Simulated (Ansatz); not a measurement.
**BSiP (singlet): from Hartree-Fock to the top rungs, cc-pVDZ**

An exercise on one series of results from a longer session: the logs are not shown, and one member is left open.

Program: Ansatz 0.2.0, Gaussian basis. Level of theory: cc-pVDZ, core rule «outside noble gas», up to 11 orbitals frozen. These are calculated values, not measurements.

To be run: UHF; CCSD(T) on RHF; CCSD(T) on UHF; BCCD(T) on RHF; CISD; CCSDT(Q) on RHF; CCSDT(Q) on UHF; CASSCF and MRCISD+Q, 10 electrons in 11 orbitals; CASSCF and NEVPT2, 10 electrons in 11 orbitals.

24 further runs of the same task are left out: 1 for a known fault of the program, 10 that didn't finish, 13 set aside as unsound or not needed. Runs told in other sessions of the task aren't counted.

### What is computed

The geometry is a PBE0/def2-TZVP stationary point (not a proven minimum) of the parent state, kept for this charge and spin.

3 atoms, charge 0, spin multiplicity 1.

Atoms are counted from 1 here; the program's logs count them from 0.

Bond lengths: B1–Si2 1.861 Å, Si2–P3 2.006 Å. Angles: B1–Si2–P3 180.0°.

Set-up of the first run:

in.yaml

```yaml
crystal:
  periodic: [false, false, false]
  atoms:
    - {symbol: B, position_ang: [0.000000, 0.000000, 1.909700]}
    - {symbol: Si, position_ang: [0.000000, 0.000000, 0.048400]}
    - {symbol: P, position_ang: [0.000000, 0.000000, -1.958100]}
basis:
  gaussian: {orbitals: cc-pVDZ}
magnetization: {spin_polarized: true, initial_magnetization: 0}
hamiltonian: {xc: hf}
output: {orbitals: {seedname: orbitals}}
```

The run is started by

```
$ ansatz run in.yaml --threads 1 --pin off --events-out ev --progress --plain --max-ram 2393MiB
```

Steps of the session up to this table: UHF; CCSD(T) on RHF; CCSD(T) on UHF; BCCD(T) on RHF; CISD; CCSDT(Q) on RHF; CCSDT(Q) on UHF; CASSCF and MRCISD+Q, 10 electrons in 11 orbitals; CASSCF and NEVPT2, 10 electrons in 11 orbitals.

One table of the session follows, with a row left open; its other results are not shown here.

| method | from RCCSDT(Q) (meV) |
| --- | --- |
| RHF | +9114.2 |
| UHF | +7986.0 |
| RMP2 | +1666.0 |
| UMP2 | +2564.7 |
| CISD | +1954.1 |
| RCCSD | +774.8 |
| UCCSD | +828.1 |
| RCCSD(T) | +145.1 |
| UCCSD(T) | +313.1 |
| BCCD(T) | ? |
| RCCSDT | +107.3 |
| UCCSDT | +121.4 |
| RCCSDT(Q) | 0 |
| UCCSDT(Q) | -16.5 |
| CASSCF valence | +4942.9 |
| NEVPT2 valence | +1150.8 |
| MRCISD valence | +500.9 |
| MRCISD+Q valence | +55.1 |

Q: Estimate the row for BCCD(T) from the others.

The run gave: from RCCSDT(Q) (meV): +135.4. In the column «from RCCSDT(Q) (meV)» it lies between UCCSDT (+121.4) and RCCSD(T) (+145.1).

To keep in mind: The determinant of HF (⟨S²⟩ 1.75) is far from a pure spin state, so its energy mixes those of several spin states; that is harmless only where they are near-degenerate. The determinant of CCSD(T) (⟨S²⟩ 1.75) is far from a pure spin state, so its energy mixes those of several spin states; high orders of coupled cluster remove much of that, low ones don't. The determinant of CCSDT(Q) (⟨S²⟩ 1.75) is far from a pure spin state, so its energy mixes those of several spin states; high orders of coupled cluster remove much of that, low ones don't. Warnings: restricted reference is unstable; spin contamination; large T1 diagnostic. Restricted and unrestricted rows rest on different reference determinants; a gap between their highest levels can come from leftover correlation error, from unlike frozen cores or from another state.
